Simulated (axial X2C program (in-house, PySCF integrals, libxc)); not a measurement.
Potential curves of NaS⁻, with spin–orbit coupling

All values were computed with an in-house all-electron X2C program for linear molecules (integrals from PySCF). Two-component (2c) means X2C with spin–orbit coupling and atomic mean-field two-electron Coulomb and Gaunt terms. Basis: S dyall-av3z [9s8p3d2f], Na dyall-av3z [10s9p5d2f] (cores contracted in-house); Gaussian nuclei, density fitting, unrestricted open shells. Masses: S 31.972 u, Na 22.990 u.

State: Ω = 0 (closed shell). Energies in eV from the fragments at the same level (S- + Na). Fits are polynomials in 1 − R0/R over 0.85 to 1.23 times the lowest point R0.

```csv
R (Å),CCSD
2.1940,-1.0415
2.2663,-1.1740
2.3387,-1.2492
2.4110,-1.2800
2.4954,-1.2741
2.5798,-1.2360
2.6883,-1.1564
```

Correlated methods: 8 electrons correlated (number of frozen shells: S 2 s, 1 p; Na 2 s, 1 p), 236 virtual spin orbitals or spinors in MP2, 90 natural virtuals in coupled cluster.

Occupations by symmetry block were frozen at the best pattern of an incomplete PBE0 search. The closed shell is kept restricted, so the energy runs too high when the bond is stretched far. De is counted from the lowest determinant-based energies of the atoms at the same level, without counterpoise correction. CCSD ran in a truncated set of natural virtual spinors with an MP2 remainder; without triples it tends to underbind. Other states lie close and PBE0, whose exact exchange favours high spin, may order them wrongly; the determinant shown need not be the ground state. The nearest other 2c determinant of the search, Ω = 2, lies 0.31 eV up at the distance of the search. The T1 diagnostic is large, a sign of multireference character. Coupled cluster ran on the points near the minimum only. MP2 and coupled cluster on one determinant become unreliable at the stretched end.

Fit the CCSD curve near its minimum: give the equilibrium distance, the harmonic wavenumber and the well depth.

At CCSD, 2c: Re = 2.439 Å, ωe ≈ 340 cm⁻¹, De = 1.28 eV to S- + Na; Be follows as 0.212 cm⁻¹.
